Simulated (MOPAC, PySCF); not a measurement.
A series of substituents X on one scaffold: vinyl-X. Isolated molecules, 0 K electronic values unless said otherwise. One relaxed conformer stands for each flexible species; it need not be the lowest. Strings in code marks are SMILES.

Quantity: vertical ionisation energy (energy after one electron is removed minus that of the parent at the parent's geometry), in eV.

Level 1: PBE-D3(BJ)/def2-TZVP // B3LYP-D3(BJ)/def2-TZVP (PySCF)
Level 2: minus the HOMO energy of HF/STO-3G // B3LYP-D3(BJ)/def2-TZVP (PySCF)
Level 3: minus the HOMO energy of PBE-D3(BJ)/def2-TZVP // B3LYP-D3(BJ)/def2-TZVP (PySCF)
Level 4: minus the HOMO energy of PM6 // B3LYP-D3(BJ)/def2-TZVP (MOPAC)

| species | level 2 | level 3 | level 4 |
|---|---|---|---|
| `C=CBr` | 7.84 | 6.32 | 10.22 |
| `C=CF` | 8.43 | 6.51 | 10.90 |
| `C=COC` (C–C–O–C torsion 178°) | 7.18 | 5.32 | 9.26 |
| `C=CN` | 6.74 | 4.85 | 8.77 |
| `C=CCl` | 8.92 | 6.42 | 10.24 |

Problem. What does level 1 give for each, and how far do the other levels lie from it on average?

Solution. 
- `C=CBr`: 9.60
- `C=CF`: 10.39
- `C=COC` (C–C–O–C torsion 178°): 8.69
- `C=CN`: 8.33
- `C=CCl`: 9.87
Mean absolute difference from level 1, which has limits of its own, over these rows (drawn at random from the members that have all these levels): level 2 1.55 eV, level 3 3.49 eV, level 4 0.50 eV.
